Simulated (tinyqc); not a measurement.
UHF in the sto-3g basis, for OH+, spin multiplicity 3, step by step. One step of it, computed by the program tinyqc.

Question. Iteration 2: building the Fock matrix. J_ij = sum D_kl (ij|kl) with D = D(alpha) + D(beta), K_ij = sum D_kl (ik|jl) for each spin; F = H + J - K(s); E = tr D H + tr D J / 2 - 0.5 sum_s tr D(s) K(s) + E_nn.

D(alpha) after iteration 1:
```
            1O 1s      1O 2s    1O 2px    1O 2py     1O 2pz      2H 1s
1O 1s    1.059272  -0.250686  0.000000  0.000000   0.007468  -0.000457
1O 2s   -0.250686   1.061378  0.000000  0.000000  -0.039927  -0.010744
1O 2px   0.000000   0.000000  1.000000  0.000000   0.000000   0.000000
1O 2py   0.000000   0.000000  0.000000  1.000000   0.000000   0.000000
1O 2pz   0.007468  -0.039927  0.000000  0.000000   0.866911   0.222142
2H 1s   -0.000457  -0.010744  0.000000  0.000000   0.222142   0.056930
```

D(beta) after iteration 1:
```
            1O 1s      1O 2s    1O 2px    1O 2py     1O 2pz      2H 1s
1O 1s    1.058908  -0.248953  0.000000  0.000000   0.012046  -0.005009
1O 2s   -0.248953   1.053368  0.000000  0.000000  -0.061636   0.006264
1O 2px   0.000000   0.000000  0.000000  0.000000   0.000000   0.000000
1O 2py   0.000000   0.000000  0.000000  0.000000   0.000000   0.000000
1O 2pz   0.012046  -0.061636  0.000000  0.000000   0.809431   0.278365
2H 1s   -0.005009   0.006264  0.000000  0.000000   0.278365   0.096457
```

core Hamiltonian H = T + V (hartree):
```
             1O 1s      1O 2s     1O 2px     1O 2py     1O 2pz      2H 1s
1O 1s   -31.951240  -7.430619   0.000000   0.000000  -0.005734  -0.413350
1O 2s    -7.430619  -8.579736   0.000000   0.000000  -0.072286  -1.120237
1O 2px    0.000000   0.000000  -6.775443   0.000000   0.000000   0.000000
1O 2py    0.000000   0.000000   0.000000  -6.775443   0.000000   0.000000
1O 2pz   -0.005734  -0.072286   0.000000   0.000000  -6.809025  -0.932497
2H 1s    -0.413350  -1.120237   0.000000   0.000000  -0.932497  -3.146620
```

Two-electron integrals (ij|kl) in chemists' order, unique and non-zero (hartree):
```
(11|11) 4.785065   (21|11) 0.741380   (21|21) 0.136873   (22|11) 1.118947
(22|21) 0.256633   (22|22) 0.817206   (31|31) 0.024477   (32|31) 0.037809
(32|32) 0.180518   (33|11) 1.115814   (33|21) 0.256684   (33|22) 0.817023
(33|33) 0.880159   (41|41) 0.024477   (42|41) 0.037809   (42|42) 0.180518
(43|43) 0.047444   (44|11) 1.115814   (44|21) 0.256684   (44|22) 0.817023
(44|33) 0.785270   (44|44) 0.880159   (51|51) 0.024477   (52|51) 0.037809
(52|52) 0.180518   (53|53) 0.047444   (54|54) 0.047444   (55|11) 1.115814
(55|21) 0.256684   (55|22) 0.817023   (55|33) 0.785270   (55|44) 0.785270
(55|55) 0.880159   (61|11) 0.041325   (61|21) 0.007572   (61|22) 0.014134
(61|33) 0.014112   (61|44) 0.014112   (61|51) 0.000317   (61|52) 0.000602
(61|55) 0.014178   (61|61) 0.000423   (62|11) 0.125644   (62|21) 0.029290
(62|22) 0.106804   (62|33) 0.104943   (62|44) 0.104943   (62|51) 0.002133
(62|52) 0.018169   (62|55) 0.110416   (62|61) 0.001651   (62|62) 0.019287
(63|31) 0.002734   (63|32) 0.017100   (63|53) 0.003554   (63|63) 0.002448
(64|41) 0.002734   (64|42) 0.017100   (64|54) 0.003554   (64|64) 0.002448
(65|11) 0.103152   (65|21) 0.024320   (65|22) 0.094873   (65|33) 0.090996
(65|44) 0.090996   (65|51) 0.004175   (65|52) 0.031386   (65|55) 0.102518
(65|61) 0.001413   (65|62) 0.020904   (65|65) 0.024875   (66|11) 0.334962
(66|21) 0.079261   (66|22) 0.332843   (66|33) 0.323250   (66|44) 0.323250
(66|51) 0.005584   (66|52) 0.068140   (66|55) 0.351824   (66|61) 0.004470
(66|62) 0.085255   (66|65) 0.106743   (66|66) 0.774606
```

nuclear repulsion = 2.68788425 hartree

Give: Coulomb J; exchange K(alpha); exchange K(beta); F(alpha); F(beta); total energy of this density.

Answer.

Coulomb J (hartree):
```
          1O 1s   1O 2s  1O 2px  1O 2py   1O 2pz   2H 1s
1O 1s   16.0162  2.9561  0.0000  0.0000  -0.0017  0.1638
1O 2s    2.9561  6.9904  0.0000  0.0000   0.0065  0.8879
1O 2px   0.0000  0.0000  6.9562  0.0000   0.0000  0.0000
1O 2py   0.0000  0.0000  0.0000  6.9562   0.0000  0.0000
1O 2pz  -0.0017  0.0065  0.0000  0.0000   7.0362  0.7835
2H 1s    0.1638  0.8879  0.0000  0.0000   0.7835  2.7817
```

exchange K(alpha) (hartree):
```
         1O 1s    1O 2s  1O 2px  1O 2py   1O 2pz   2H 1s
1O 1s   4.9124   0.8515  0.0000  0.0000   0.0006  0.0511
1O 2s   0.8515   1.4081  0.0000  0.0000  -0.0062  0.1884
1O 2px  0.0000   0.0000  1.1687  0.0000   0.0000  0.0000
1O 2py  0.0000   0.0000  0.0000  1.1687   0.0000  0.0000
1O 2pz  0.0006  -0.0062  0.0000  0.0000   1.1028  0.1982
2H 1s   0.0511   0.1884  0.0000  0.0000   0.1982  0.1346
```

exchange K(beta) (hartree):
```
         1O 1s    1O 2s  1O 2px  1O 2py   1O 2pz   2H 1s
1O 1s   4.8617   0.7739  0.0000  0.0000   0.0005  0.0456
1O 2s   0.7739   1.0371  0.0000  0.0000  -0.0159  0.1633
1O 2px  0.0000   0.0000  0.2381  0.0000   0.0000  0.0000
1O 2py  0.0000   0.0000  0.0000  0.2381   0.0000  0.0000
1O 2pz  0.0005  -0.0159  0.0000  0.0000   0.9695  0.2089
2H 1s   0.0456   0.1633  0.0000  0.0000   0.2089  0.1727
```

F(alpha) (hartree):
```
           1O 1s    1O 2s   1O 2px   1O 2py   1O 2pz    2H 1s
1O 1s   -20.8474  -5.3259   0.0000   0.0000  -0.0080  -0.3006
1O 2s    -5.3259  -2.9974   0.0000   0.0000  -0.0596  -0.4207
1O 2px    0.0000   0.0000  -0.9879   0.0000   0.0000   0.0000
1O 2py    0.0000   0.0000   0.0000  -0.9879   0.0000   0.0000
1O 2pz   -0.0080  -0.0596   0.0000   0.0000  -0.8756  -0.3472
2H 1s    -0.3006  -0.4207   0.0000   0.0000  -0.3472  -0.4995
```

F(beta) (hartree):
```
           1O 1s    1O 2s   1O 2px   1O 2py   1O 2pz    2H 1s
1O 1s   -20.7967  -5.2484   0.0000   0.0000  -0.0079  -0.2952
1O 2s    -5.2484  -2.6264   0.0000   0.0000  -0.0499  -0.3956
1O 2px    0.0000   0.0000  -0.0573   0.0000   0.0000   0.0000
1O 2py    0.0000   0.0000   0.0000  -0.0573   0.0000   0.0000
1O 2pz   -0.0079  -0.0499   0.0000   0.0000  -0.7423  -0.3579
2H 1s    -0.2952  -0.3956   0.0000   0.0000  -0.3579  -0.5376
```

total energy of this density = -73.947262 hartree
